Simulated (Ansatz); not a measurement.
**AlH3F (doublet): the correlation ladder at distance Al1–H4 along a hydrogen transfer = 1.677 Å, cc-pVDZ**

One table from this session's results is given with a row withheld; the runs are named, their logs left out.

Program: Ansatz 0.2.0, Gaussian basis. Level of theory: cc-pVDZ, core rule «outside noble gas», up to 6 orbitals frozen. These are calculated values, not measurements.

The runs, in order: UHF; CCSD(T) on ROHF; CCSD(T) on UHF; BCCD(T) on ROHF; CISD; CCSDT(Q) on ROHF; CCSDT(Q) on UHF; CASSCF and MRCISD+Q, 3 electrons in 3 orbitals; CASSCF and NEVPT2, 3 electrons in 3 orbitals.

19 further runs of the same task are left out: 9 for a known fault of the program, 8 that didn't finish, 2 set aside as unsound or not needed.

## The system

The geometry derives from fragments relaxed apart (PBE0/def2-TZVP) and kept rigid, so it is no stationary point. A hydrogen atom is moved between rigid fragments.

5 atoms, charge 0, spin multiplicity 2.

Atoms are counted from 1 here; the program's logs count them from 0.

Bond lengths: Al1–H2 1.586 Å, Al1–H3 1.586 Å, Al1–H4 1.677 Å, H4–F5 1.129 Å. Angles: H2–Al1–H3 120.0°, H2–Al1–H4 120.0°, H3–Al1–H4 120.0°, Al1–H4–F5 180.0°.

Geometry (Å):

```
Al   -1.08974    0.00000    0.00000
H    -1.88266    1.37338    0.00000
H    -1.88266   -1.37338    0.00000
H     0.58726    0.00000    0.00000
F     1.71626    0.00000    0.00000
```

Set-up of the first run:

Input file in.yaml:

```yaml
crystal:
  periodic: [false, false, false]
  atoms:
    - {symbol: Al, position_ang: [-1.089741, 0.000000, 0.000000]}
    - {symbol: H, position_ang: [-1.882664, 1.373384, 0.000000]}
    - {symbol: H, position_ang: [-1.882664, -1.373384, 0.000000]}
    - {symbol: H, position_ang: [0.587259, 0.000000, 0.000000]}
    - {symbol: F, position_ang: [1.716259, 0.000000, 0.000000]}
basis:
  gaussian: {orbitals: cc-pVDZ}
magnetization: {spin_polarized: true, initial_magnetization: 1}
hamiltonian: {xc: hf}
output: {orbitals: {seedname: orbitals}}
```

Run with:

```console
> ansatz run in.yaml --threads 1 --pin off --events-out ev --progress --plain --max-ram 2393MiB
```

Steps of the session up to this table: UHF; CCSD(T) on ROHF; CCSD(T) on UHF; BCCD(T) on ROHF; CISD; CCSDT(Q) on ROHF; CCSDT(Q) on UHF; CASSCF and MRCISD+Q, 3 electrons in 3 orbitals; CASSCF and NEVPT2, 3 electrons in 3 orbitals.

One of the session's tables, all rows but one given; the rest of the session is left out.

It belongs to the step «Misses and costs». 

| method | from UCCSDT(Q) (kJ/mol) |
| --- | --- |
| ROHF | +800.5 |
| UHF | +782.8 |
| RMP2 | +73.8 |
| UMP2 | +83.7 |
| CISD | +71.9 |
| RCCSD | +15.5 |
| UCCSD | +14.8 |
| RCCSD(T) | +3.4 |
| UCCSD(T) | +3.5 |
| BCCD(T) | +3.3 |
| RCCSDT | +1.6 |
| UCCSDT | +1.6 |
| RCCSDT(Q) | +0.1 |
| UCCSDT(Q) | 0 |
| CASSCF pair | +727.4 |
| NEVPT2 pair | +78.2 |
| MRCISD pair | +61.8 |
| MRCISD+Q pair | ? |

Estimate the missing values for MRCISD+Q pair.

**Answer.** from UCCSDT(Q) (kJ/mol): +9.4. In the column «from UCCSDT(Q) (kJ/mol)» it lies between UCCSD(T) (+3.5) and UCCSD (+14.8).

Limits of these values: Restricted and unrestricted rows rest on different reference determinants; where their highest levels disagree by more than a few hundredths of an eV, they describe different states and don't form one ladder.
